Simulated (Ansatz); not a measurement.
The same path of CH3OS (6 atoms, charge 1, multiplicity 1) was run twice with different band settings. The coordinate that changes most is the dihedral O1–C2–S3–H6.

Level of theory: Ansatz, RKS BHLYP-D4/def2-SVP.

Relaxed end points:

```xyz
6
Properties=species:S:1:pos:R:3
O -0.775 -0.959 -0.528
C -0.072 -0.003 -0.094
S 0.865 -0.241 1.264
H -1.299 -0.766 -1.318
H -0.085 0.962 -0.606
H 1.367 1.007 1.283
```

```xyz
6
Properties=species:S:1:pos:R:3
O -0.561 -0.816 -0.319
C -0.042 0.334 -0.227
S 1.031 0.754 0.970
H -1.171 -0.938 -1.060
H -0.291 1.111 -0.955
H 1.034 -0.445 1.591
```

Common settings: movable images 5; spring 5.0 eV/Å²; start path IDPP; force threshold 0.05 eV/Å; iteration limit 60; end points relaxed.

| run | climbing image | optimiser |
| --- | --- | --- |
| 1 | yes | quadratic models (default) |
| 2 | from the first iteration | lbfgs |

(1) What does each run give, and how far can it be trusted?

## Answers

(1) Run 1: converged after 7 iterations, highest image 0.989 eV above the first end. A vibrational analysis at the climbing image gives one clearly imaginary mode, 706i cm⁻¹: a first-order saddle point.
Run 2: converged after 30 iterations, highest image 0.989 eV above the first end. Another band between the same ends (5 images) ends at a top of the same energy, where a vibrational analysis finds 1 clearly imaginary mode.
Limits of this set-up: the dipole of an ion depends on the origin.
